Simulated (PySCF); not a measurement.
Numbering as in the mapped SMILES `[CH2:1]=[CH:2][AlH2:3]`. Each H is labelled by its parent atom. Ha(C1) is cis to Al3; Hb(C1) is trans to Al3.

Geometry: PBE0-D3(BJ)/def2-SVP; GIAO shifts from PySCF 2.14.0 with density-fitted response routines, gas phase, non-relativistic, averaged over equivalent atoms.

At PBE0/pcSseg-1 (83 basis functions, 3 s wall time on 1 thread of an Arm Neoverse V2, shared host):
| atoms | δ (ppm) |
| --- | --- |
| C1 | 157.8 |
| C2 | 153.9 |
| Al3 | 188.7 |
| Hb(C1) | 7.09 |
| H(C2) | 6.97 |
| Ha(C1) | 6.67 |
| H(Al3) | 5.20 |

Chemical shifts δ = σref − σ; ¹³C (σ = 184.41 ppm) and ¹H (σ = 31.27 ppm) vs TMS; ²⁷Al (σ = 489.28 ppm) against AlH4-, all at this level.

Task: Estimate the result of repeating the calculation with PBE0/pcSseg-2.

Result: 
```tsv
atoms	δ at PBE0/pcSseg-2	change
C1	160.6	+2.8
C2	158.3	+4.4
Al3	185.8	-2.9
Hb(C1)	7.18	+0.09
H(C2)	7.07	+0.10
Ha(C1)	6.67	+0.00
H(Al3)	5.12	-0.08
```

Shifts are taken against calculated references (same method and geometry level): ¹³C (σ = 184.13 ppm), ¹H (σ = 31.25 ppm) vs TMS; ²⁷Al (σ = 485.23 ppm) vs AlH4-.

The largest change is at C2 (alkene CH). Cost: 185 basis functions, 7.1 s wall time on 1 thread of an Arm Neoverse V2, shared host.
